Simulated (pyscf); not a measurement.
Single points on ωB97X-D3(BJ)/def2-SVP structures (PySCF, gas phase). Correlated levels are frozen-core, on RHF or UHF. ΔMP2 is the change of the MP2 total energy from the triple- to the quadruple-zeta basis.

Task: What is the homolytic dissociation enthalpy (298 K, CCSD(T)/def2-TZVPP + ΔMP2(QZVPP)) of the H–Si bond of H₂C=SiH₂, to [H₂C=SiH]• + H•?

Result: H–Si to [H₂C=SiH]• + H•: 91.7 kcal/mol. The radicals are drawn with the spin at the cut bond; how far it spreads was not checked. Other isomers of [H₂C=SiH]• were not searched in full and may lie lower. The CCSD(T) − MP2 part came from Ansatz, without density fitting, on the same reference. An open-shell T1 diagnostic exceeds 0.045. A UHF reference is spin-contaminated (<S²> up to 1.18), which harms MP2 most.
